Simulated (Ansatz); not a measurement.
**H₃O (doublet): the correlation ladder at distance O1–H3 along a hydrogen transfer = 1.028 Å, 6-31G**

Aim: climb from Hartree-Fock through coupled cluster and multireference methods for H₃O (doublet) at one geometry and basis, and see what each rung misses.

Computed with Ansatz 0.2.0, Gaussian basis. Level: 6-31G, core rule «outside noble gas», up to 1 orbitals frozen.

The runs, in order: UHF; CCSD(T) on ROHF; CCSD(T) on UHF; BCCD(T) on ROHF; CISD; CCSDT(Q) on ROHF; CCSDT(Q) on UHF; CISDTQ; CCSDTQ on ROHF; CCSDTQ on UHF; CASSCF and MRCISD+Q, 3 electrons in 3 orbitals; CASSCF and NEVPT2, 3 electrons in 3 orbitals; CASSCF and MRCISD+Q, 9 electrons in 7 orbitals; CASSCF and MRCISD+Q(relaxed), 9 electrons in 7 orbitals; CASSCF and NEVPT2, 9 electrons in 7 orbitals; Full CI.

13 further runs of the same task are left out: 2 that didn't finish, 11 set aside as unsound or not needed.

### 1 What is computed

The geometry derives from fragments relaxed apart (PBE0/def2-TZVP) and kept rigid, so it is no stationary point. A hydrogen atom is moved between rigid fragments.

4 atoms, charge 0, spin multiplicity 2.

Atoms are counted from 1 here; the program's logs count them from 0.

Bond lengths: O1–H2 0.960 Å, O1–H3 1.028 Å. Angles: H2–O1–H3 105.1°.

As a file:

```xyz
4

O    -0.1570   -0.0491    0.0000
H    -0.4063    0.8775    0.0000
H     0.8710   -0.0491    0.0000
H     2.0270   -0.0491    0.0000
```

### 2 UHF

in.yaml reads:

```yaml
crystal:
  periodic: [false, false, false]
  atoms:
    - {symbol: O, position_ang: [-0.156977, -0.049094, 0.000000]}
    - {symbol: H, position_ang: [-0.406287, 0.877481, 0.000000]}
    - {symbol: H, position_ang: [0.871023, -0.049094, 0.000000]}
    - {symbol: H, position_ang: [2.027023, -0.049094, 0.000000]}
basis:
  gaussian: {orbitals: 6-31G}
magnetization: {spin_polarized: true, initial_magnetization: 1}
hamiltonian: {xc: hf}
output: {orbitals: {seedname: orbitals}}
```

On the command line:

```
$ ansatz run in.yaml --threads 1 --pin off --events-out ev --progress --plain --max-ram 2393MiB
```

Further steps of the session: CCSD(T) on ROHF; CCSD(T) on UHF; BCCD(T) on ROHF; CISD; CCSDT(Q) on ROHF; CCSDT(Q) on UHF; CISDTQ; CCSDTQ on ROHF; CCSDTQ on UHF; CASSCF and MRCISD+Q, 3 electrons in 3 orbitals; CASSCF and NEVPT2, 3 electrons in 3 orbitals; CASSCF and MRCISD+Q, 9 electrons in 7 orbitals; CASSCF and MRCISD+Q(relaxed), 9 electrons in 7 orbitals; CASSCF and NEVPT2, 9 electrons in 7 orbitals; Full CI.

**Question.** What will the summary of the whole plan be? Wanted: FCI below the RHF energy; RMP2 from FCI; UMP2 from FCI; RCCSD from FCI; RCCSD(T) from FCI; UCCSD(T) from FCI; RCCSDT(Q) from FCI; UCCSDT(Q) from FCI; NEVPT2 pair from FCI.

As calculated:

| quantity | value |
| --- | --- |
| FCI below the RHF energy | -3.9398 eV |
| RMP2 from FCI | +267.7 meV |
| UMP2 from FCI | +270.9 meV |
| RCCSD from FCI | +52.7 meV |
| RCCSD(T) from FCI | +17.6 meV |
| UCCSD(T) from FCI | +16.8 meV |
| RCCSDT(Q) from FCI | -0.5 meV |
| UCCSDT(Q) from FCI | -0.5 meV |
| NEVPT2 pair from FCI | +166.5 meV |
| MRCISD+Q pair from FCI | +50.7 meV |
| NEVPT2 valence from FCI | +312.1 meV |
| levels within 1 kcal/mol (43 meV) | RCCSD(T), UCCSD(T), BCCD(T), RCCSDT, UCCSDT, CISDTQ, RCCSDT(Q), UCCSDT(Q), RCCSDTQ, UCCSDTQ, MRCISD+Q valence, MRCISD+Q(relaxed) valence |
| T1 diagnostic | 0.021 |
| effectively unpaired electrons | 1.02 |

What this shows: RCCSD(T) misses by +17.6 meV, 0.4 % of the correlation energy. One determinant dominates. Of the multireference levels listed MRCISD+Q(relaxed) valence comes nearest in total energy (+5.2 meV), which doesn't show that its space is the better one. These misses are within one basis, not against nature; the frozen cores of restricted and unrestricted runs differ, which can shift their rows.
